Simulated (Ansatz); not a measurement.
AlH₅O, SMILES `[OH2+][AlH3-]`. Charge 0, multiplicity 1. Geometry: relaxed with PBE0-D4/def2-TZVP.

```xyz
7

O    -1.126   -0.283   -0.088
Al    0.769    0.439    0.023
H    -1.387   -0.707    0.737
H    -1.213   -0.934   -0.793
H     0.576    1.998   -0.239
H     1.032   -0.050    1.527
H     1.349   -0.463   -1.168
```

Problem. What is the dipole moment at ωB97M-V/def2-TZVPP? (Best estimate.)

Solution. Computed: 4.59 D, with components (-3.67, -2.75, -0.02) D in this frame, pointing from negative to positive charge.

Problem. And with PBE, r2SCAN, B3LYP? (An estimate is asked.)

Solution. Computed: PBE 4.52 D, r2SCAN 4.61 D, B3LYP 4.56 D.

Problem. Give the Mulliken charges with ωB97M-V, B3LYP, PBE in def2-TZVPP. (An estimate is asked.)

Solution. The calculation gave: 
```json
{"atom": "O1", "ωB97M-V": "-0.18", "B3LYP": "-0.19", "PBE": "-0.17"}
{"atom": "Al2", "ωB97M-V": "0.24", "B3LYP": "0.33", "PBE": "0.23"}
{"atom": "H3", "ωB97M-V": "0.22", "B3LYP": "0.23", "PBE": "0.23"}
{"atom": "H4", "ωB97M-V": "0.22", "B3LYP": "0.23", "PBE": "0.23"}
{"atom": "H5", "ωB97M-V": "-0.16", "B3LYP": "-0.19", "PBE": "-0.16"}
{"atom": "H6", "ωB97M-V": "-0.18", "B3LYP": "-0.21", "PBE": "-0.18"}
{"atom": "H7", "ωB97M-V": "-0.18", "B3LYP": "-0.21", "PBE": "-0.18"}
```

B3LYP here is the variant with VWN-RPA as its local correlation; programs differ in this.
